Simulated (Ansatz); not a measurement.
# H₃O₂ (doublet): from Hartree-Fock to the top rungs at distance O1–H3 along a hydrogen transfer = 1.276 Å, cc-pVDZ

Aim: climb from Hartree-Fock through coupled cluster and multireference methods for H₃O₂ (doublet) at one geometry and basis, and see what each rung misses.

The runs use Ansatz 0.2.0, Gaussian basis; cc-pVDZ, core rule «outside noble gas», up to 2 orbitals frozen.

Plan: UHF; CCSD(T) on ROHF; CCSD(T) on UHF; BCCD(T) on ROHF; CISD; CCSDT(Q) on ROHF; CCSDT(Q) on UHF; CASSCF and MRCISD+Q, 3 electrons in 3 orbitals; CASSCF and NEVPT2, 3 electrons in 3 orbitals; CASSCF and NEVPT2, 15 electrons in 11 orbitals.

7 further runs of the same task are left out: 1 for a mislabelled method, 6 that didn't finish.

## Step 1: What is computed

The geometry derives from fragments relaxed apart (PBE0/def2-TZVP) and kept rigid, so it is no stationary point. A hydrogen atom is moved between rigid fragments.

5 atoms, charge 0, spin multiplicity 2.

Atoms are counted from 1 here; the program's logs count them from 0.

Bond lengths: O1–H2 0.960 Å, H3–O4 1.227 Å, O4–H5 0.973 Å. Angles: H3–O4–H5 105.0°.

## Step 2: UHF

Contents of in.yaml:

```yaml
crystal:
  periodic: [false, false, false]
  atoms:
    - {symbol: O, position_ang: [-1.252278, 0.000385, 0.000000]}
    - {symbol: H, position_ang: [-1.501588, 0.926961, 0.000000]}
    - {symbol: H, position_ang: [0.023722, 0.000385, 0.000000]}
    - {symbol: O, position_ang: [1.250722, 0.000385, 0.000000]}
    - {symbol: H, position_ang: [1.502580, -0.939565, 0.000000]}
basis:
  gaussian: {orbitals: cc-pVDZ}
magnetization: {spin_polarized: true, initial_magnetization: 1}
hamiltonian: {xc: hf}
output: {orbitals: {seedname: orbitals}}
```

Command:

```
ansatz run in.yaml --threads 1 --pin off --events-out ev --progress --plain --max-ram 2393MiB
```

The runs that follow: CCSD(T) on ROHF; CCSD(T) on UHF; BCCD(T) on ROHF; CISD; CCSDT(Q) on ROHF; CCSDT(Q) on UHF; CASSCF and MRCISD+Q, 3 electrons in 3 orbitals; CASSCF and NEVPT2, 3 electrons in 3 orbitals; CASSCF and NEVPT2, 15 electrons in 11 orbitals.

Before running them: what should the planned runs give, taken together? Wanted: UCCSDT(Q) below the RHF energy; RMP2 from UCCSDT(Q); UMP2 from UCCSDT(Q); RCCSD from UCCSDT(Q); RCCSD(T) from UCCSDT(Q); UCCSD(T) from UCCSDT(Q); RCCSDT(Q) from UCCSDT(Q); NEVPT2 pair from UCCSDT(Q); MRCISD+Q pair from UCCSDT(Q).

The runs gave:

| quantity | value |
| --- | --- |
| UCCSDT(Q) below the RHF energy | -11.3089 eV |
| RMP2 from UCCSDT(Q) | +1061.4 meV |
| UMP2 from UCCSDT(Q) | +1014.2 meV |
| RCCSD from UCCSDT(Q) | +291.1 meV |
| RCCSD(T) from UCCSDT(Q) | +61.0 meV |
| UCCSD(T) from UCCSDT(Q) | +50.9 meV |
| RCCSDT(Q) from UCCSDT(Q) | +0.4 meV |
| NEVPT2 pair from UCCSDT(Q) | +1330.8 meV |
| MRCISD+Q pair from UCCSDT(Q) | +567.3 meV |
| NEVPT2 valence from UCCSDT(Q) | +1225.2 meV |
| levels within 1 kcal/mol (43 meV) | RCCSDT, UCCSDT, RCCSDT(Q) |
| T1 diagnostic | 0.056 |
| effectively unpaired electrons | 1.03 |

**Reading.** RCCSD(T) misses by +61.0 meV, 0.5 % of the correlation energy. The occupations are near whole numbers, but T1 = 0.056 shows that the orbitals relax strongly. Of the multireference levels listed MRCISD+Q pair comes nearest in total energy (+567.3 meV), which doesn't show that its space is the better one. Coupled cluster took another determinant than the lowest Hartree-Fock one. These misses are within one basis, not against nature; the frozen cores of restricted and unrestricted runs differ, which can shift their rows.
